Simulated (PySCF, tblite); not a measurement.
# C₂H₃F₂S radical: geometry, infrared bands and EPR parameters

Wanted: the infrared bands and EPR parameters of C₂H₃F₂S radical (`F[CH]SCF`), by calculation.

The runs use tblite 0.8.0 and PySCF 2.14.0, with density-fitted response routines of our own; the level of theory stands in each step. All values are computed, except where a source is named. Atoms count from 0, in the outputs and in this text.

## (1) The molecule as given

8 atoms, charge 0, multiplicity 2; geometry from: force field or distance geometry start.

Bonds of the start (Å): F0–C1 1.38, C1–S2 1.82, S2–C3 1.84, C3–F4 1.38, C1–H5 1.12, C3–H6 1.10, C3–H7 1.12.

## (2) Optimising the geometry with GFN2-xTB

What the job is given:

```
{"job": {"kind": "relax", "xc": "GFN2-xTB", "basis": "xTB"}, "charge": 0, "multiplicity": 2}
F      1.305600     1.310200    -0.459100
C      1.727000     0.304000     0.382700
S      0.231100    -0.310800     1.223600
C     -1.077000    -0.244200    -0.066700
F     -2.043300     0.629600     0.399200
H      2.017300    -0.524300    -0.312800
H     -0.631900     0.108000    -1.012700
H     -1.519700    -1.263100    -0.178800
```

Started as:

```bash
$ OMP_NUM_THREADS=1 python probes_run.py task.json out
```

This one command runs all jobs of the session in turn.

**Question.** This job is followed by: GFN2-xTB harmonic vibrations, gas phase; UKS B3LYP, pcH-1 on C F H S, non-relativistic, mean-field spin-orbit, GIAO. What will the session give for the following? strongest single infrared mode (GFN2-xTB); zero-point energy (GFN2-xTB); g(iso) (B3LYP); ⟨S²⟩; largest a(iso) (averaged by class); surface potential, 1st and 99th percentile.

The runs gave:

| quantity | value |
| --- | --- |
| strongest single infrared mode (GFN2-xTB) | 1113 cm⁻¹, 142 km/mol |
| zero-point energy (GFN2-xTB) | 29.0 kcal/mol |
| g(iso) (B3LYP) | 2.00443 |
| ⟨S²⟩ | 0.754 (exact 0.75) |
| largest a(iso) (averaged by class) | 13C on C1, 268.2 MHz |
| surface potential, 1st and 99th percentile | -0.97 V and 1.36 V |

In words: Relaxing lowered the energy by 0.730 eV in 61 steps; the close pair that moved most is C1–S2, from 1.823 to 1.718 Å. All 18 modes are real, so the xTB geometry is a minimum. The strongest single mode, at 1113 cm⁻¹, moves mainly C1 and F0. GFN2-xTB is a fitted tight-binding method: band positions and strengths are rough. Its intensities can rank the bands wrongly. Most of the unpaired spin sits on C1 (0.81 e). The isotropic g lies 2.1 ppt above the free-electron value.
